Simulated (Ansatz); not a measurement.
Relaxation of BClH₂O (5 atoms, charge 0, multiplicity 1), to a largest force component of 0.02 eV/Å in at most 40 steps.

Method: RKS PBE-D4/def2-SVP (Ansatz).

```xyz
5
Properties=species:S:1:pos:R:3
B 0.000 0.000 0.000
O 0.000 0.000 1.410
H -0.909 -0.281 1.747
H 1.030 0.000 -0.595
Cl -1.611 0.000 -0.930
```

**Question.** Where does it end, and by what steps?

**Answer.** The forces met the threshold. After 7 steps the energy has fallen by 0.214 eV; O2 moved furthest, 0.13 Å.

```
step  energy less start (eV)  largest force component (eV/Å)  accepted
   0                  0.0000                           1.877       yes
   1                 -0.0219                           2.680       yes
   2                 -0.1615                           1.530       yes
   3                 -0.1956                           0.439       yes
   4                 -0.2117                           0.201       yes
   5                 -0.2140                           0.089       yes
   6                 -0.2142                           0.034       yes
   7                 -0.2142                           0.001       yes
```

```xyz
5
Properties=species:S:1:pos:R:3
B -0.030 -0.024 0.010
O -0.011 -0.114 1.357
H -0.907 -0.176 1.744
H 1.019 0.058 -0.586
Cl -1.561 -0.025 -0.893
```

Whether the end is a true minimum wasn't checked by a vibrational analysis.

The run took 7.8 s on 1 thread of Arm Neoverse V2, on a shared host, peak memory 0.12 GiB.
